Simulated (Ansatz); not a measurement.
# BH3O: the cost of one run

Method: RKS PBE-D4/cc-pVDZ, in Ansatz 0.2.0.

## (1) Starting point

Bond lengths: B1–O2 1.485 Å, B1–H3 1.154 Å, B1–H4 1.167 Å, O2–H5 0.996 Å. Angles: B1–O2–H5 101.9°, O2–B1–H3 119.9°, O2–B1–H4 116.5°, H3–B1–H4 123.0°.

Structure file:

```xyz
5

B    -0.2598   -0.3727   -0.0009
O     0.1288    1.0609    0.0113
H    -0.5430   -0.9005    0.9858
H    -0.3996   -0.8663   -1.0491
H     1.1235    1.0049    0.0115
```

## (2) Relaxing the start

Input file input.yaml:

```yaml
crystal:
  periodic: [false, false, false]
  atoms:
    - { symbol: B, position_ang: [-0.2598, -0.3727, -0.0009] }
    - { symbol: O, position_ang: [0.1288, 1.0609, 0.0113] }
    - { symbol: H, position_ang: [-0.543, -0.9005, 0.9858] }
    - { symbol: H, position_ang: [-0.3996, -0.8663, -1.0491] }
    - { symbol: H, position_ang: [1.1235, 1.0049, 0.0115] }
basis:
  gaussian: { orbitals: cc-pVDZ }
hamiltonian:
  xc: pbe
  dispersion: d4
relax:
  f_tol: 0.02
  max_steps: 40
scf:
  lower_state_search: "off"
```

Command:

```bash
> ansatz run input.yaml --threads 1 --pin off --max-ram 2048MiB --backend cpu --events-out ev --progress --plain --runs-dir out
```

**Question.** How long does this run take on 1 thread of Arm Neoverse V2, shared host, and how much memory does it need?

About 4.1 s, with a peak of 0.09 GiB.
